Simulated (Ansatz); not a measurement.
A made-up structure of LiHS2, closed shell:

| atom | x (Å) | y (Å) | z (Å) |
| --- | --- | --- | --- |
| Li1 | 0.8068 | 0.3989 | 1.3455 |
| S2 | -1.0261 | -0.6075 | 0.8123 |
| S3 | -0.2304 | 0.5612 | -0.7154 |
| H4 | 1.8592 | 0.6418 | 2.5123 |

It is relaxed with PBE-D4/def2-SVP and then PBE0-D4/def2-TZVP (Ansatz 0.2.0). Atoms count as bonded within 1.22 times the sum of their covalent radii (H–H: 0.88 Å). The end point is not checked to be a true minimum.

Task: Does its bonding change? (A judgement: the text doesn't fix the answer.)

Result: The calculation gives: Yes. Formed: S2–H4; broken: Li1–H4.

Where it ends: The first stage lowers the energy by 0.26 eV in 4 steps. It ends as LiHS₂ ([Li]1[S][SH]1):
Li1  (1.712, -0.198, 0.231)
S2  (-0.187, -0.275, 1.549)
S3  (-0.163, 0.750, -0.262)
H4  (0.047, 0.717, 2.437)
(Å)

Labels in which every atom is bracketed show which atoms are joined, not bond orders.

For scale, one of the runs: PBE0-D4/def2-TZVP relaxation, 94 basis functions, launched by `ansatz run in.yaml --threads 2 --pin off --events-out ev --progress --plain --max-ram 4352MiB`. The run took about 26 s on 2 CPU threads of an Arm Neoverse V1 (shared host).
